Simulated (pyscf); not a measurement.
Elimination: F–SiH₂–SiH₂• (SMILES F[SiH2][SiH2]) → [F–SiH=SiH]• (SMILES F[SiH]=[SiH]) + H₂ (SMILES [H][H])

Gas phase, doublet surface, charge 0. Bonds broken: Si1–H3, Si5–H6. Bonds formed: H3–H6. Structures and frequencies: ωB97X-D3(BJ)/def2-SVP in PySCF.

Transition state (Å):

```xyz
7

Si     0.3984    -0.0694     0.1071
F      0.5736     0.8795    -1.2070
H      1.5763    -1.3285     0.7650
H     -0.4571    -1.2009    -0.3704
Si     0.2934     0.2909     2.3562
H      1.1135    -1.3812     1.5827
H     -0.7535     1.3302     2.7138
```

One imaginary mode, 984i cm⁻¹; descent along it reached the two sides named.

```csv
bond,change,reactant side (Å),saddle,product side
Si1–H3,breaks,1.489,1.845,3.7
Si5–H6,breaks,1.493,2.017,3.5
H3–H6,forms,3.6,0.941,0.761
```

Electronic energies relative to the reactant's lowest minimum found (kJ/mol):

```csv
level,barrier,reaction energy,reverse barrier
ωB97X-D3(BJ)/def2-TZVP,297.7,+188.2,109.5
PBE/def2-TZVP,237.5,+155.7,81.8
r²SCAN/def2-TZVP,268.1,+177.8,90.3
B3LYP-D3(BJ)/def2-TZVP,271.7,+168.3,103.4
PBE0-D3(BJ)/def2-TZVP,268.5,+179.3,89.2
M06-2X/def2-TZVP,288.0,+168.6,119.4
ωB97M-D3(BJ)/def2-TZVP,279.3,+166.7,112.6
HF/def2-TZVP,371.8,+215.3,156.5
```

With ωB97M-D3(BJ)/def2-TZVP energies and thermal terms (ideal gas, 1 atm, RRHO with modes under 100 cm⁻¹ raised to 100, one conformer, R ln 2 for chiral ones without a mode under 150 cm⁻¹), in kJ/mol:

```csv
T (K),ΔH‡,ΔG‡,ΔH,ΔG
298,266.7,267.1,+153.9,+118.9
600,265.9,267.8,+156.4,+82.2
900,265.0,269.0,+155.9,+45.2
1200,263.7,270.5,+153.6,+8.6
```

The same reactants have a lower exit, to F–SiH•–SiH₃ (barrier +135.0 kJ/mol at ωB97M-D3(BJ)/def2-TZVP, against +279.3 kJ/mol here). This is the saddle that the search found; another between the same sides may lie lower.
